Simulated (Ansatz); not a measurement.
Basis-set extrapolation for C3H5NO, SMILES `COCC#N` (PBE0-D4/def2-TZVP geometry, frozen core, the Gaussian-basis code of Ansatz). Multiplicity 1, RHF reference.

|  | def2-TZVPP | def2-QZVPP |
| --- | --- | --- |
| HF | -245.892226 | -245.903126 |
| MP2 correlation | -0.913016 | -0.975904 |
| CCSD(T) correlation | -0.978630 | not run |

Energies in hartree. Use E(X) = E(∞) + A·exp(−7.88·√X) for Hartree–Fock and E(X) = E(∞) + B·X^(−2.97) for correlation, with X = 3 and 4, and add CCSD(T) minus MP2 of the smaller set to the MP2 limit.

**Question.** What is the CCSD(T) energy at the basis-set limit?

**Answer.** HF limit: -245.903126 + (-0.010900) × 0.13774 = -245.90463. MP2 limit: -0.975904 + (-0.062888) × 0.74074 = -1.02249. Higher-order term: -0.978630 − (-0.913016) = -0.06561. Total: -246.99273 hartree, 320.0 kJ/mol below CCSD(T)/def2-TZVPP.
